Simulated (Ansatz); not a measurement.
# C3H2O: the cost of one run

Program: Ansatz 0.2.0. Level of theory: the levels named in each step. These are calculated values, not measurements.

**1. Starting point**

Bond lengths: O1–C2 1.189 Å, C2–C3 1.431 Å, C2–C4 1.431 Å, C3–C4 1.349 Å, C3–H5 1.068 Å, C4–H6 1.067 Å. Angles: O1–C2–C3 151.9°, O1–C2–C4 151.9°, C3–C2–C4 56.2°, C2–C3–C4 61.9°, C2–C3–H5 153.3°, C4–C3–H5 144.8°, C2–C4–C3 61.9°, C2–C4–H6 153.3°, C3–C4–H6 144.8°.

Coordinates:

```xyz
6

O     1.4544   -0.1963    0.0510
C     0.2763   -0.0375    0.0095
C    -1.0636   -0.5369   -0.0508
C    -0.8843    0.7999   -0.0174
H    -1.7890   -1.3189   -0.0934
H    -1.3779    1.7464   -0.0175
```

**2. A rough first relaxation, PBE-D4/def2-SVP**

This run stands in another session on the same molecule. It ended at:

```xyz
6

O     1.4932   -0.2016    0.0523
C     0.2959   -0.0401    0.0103
C    -1.0614   -0.5415   -0.0507
C    -0.8809    0.8036   -0.0173
H    -1.8240   -1.3364   -0.0951
H    -1.4070    1.7725   -0.0181
```

**3. Relaxation, PBE0-D4/def2-TZVPP**

This run stands in another session on the same molecule. It ended at:

```xyz
6

O     1.4629   -0.1975    0.0512
C     0.2780   -0.0376    0.0097
C    -1.0556   -0.5328   -0.0503
C    -0.8776    0.7937   -0.0174
H    -1.8013   -1.3157   -0.0938
H    -1.3906    1.7466   -0.0179
```

**4. Frequencies, PBE0-D4/def2-TZVPP**

Contents of input.yaml:

```yaml
crystal:
  periodic: [false, false, false]
  atoms:
    - { symbol: O, position_ang: [1.46294473, -0.19754865, 0.05119725] }
    - { symbol: C, position_ang: [0.2779803, -0.03756879, 0.00971495] }
    - { symbol: C, position_ang: [-1.0555604, -0.53281822, -0.05029603] }
    - { symbol: C, position_ang: [-0.87762212, 0.79372875, -0.01741214] }
    - { symbol: H, position_ang: [-1.80132724, -1.31573299, -0.09383824] }
    - { symbol: H, position_ang: [-1.39056527, 1.74656989, -0.01792579] }
basis:
  gaussian: { orbitals: def2-TZVPP }
hamiltonian:
  xc: pbe0
  dispersion: d4
phonons: {}
```

The run is started by

```console
$ ansatz run input.yaml --threads 4 --pin off --max-ram 10240MiB --backend cpu --events-out ev --progress --plain --runs-dir out
```

What time and memory should one allow on 4 threads of Intel Xeon at 2.50GHz (Skylake/Cascade Lake), shared host?

About 42 s, with a peak of 0.26 GiB.
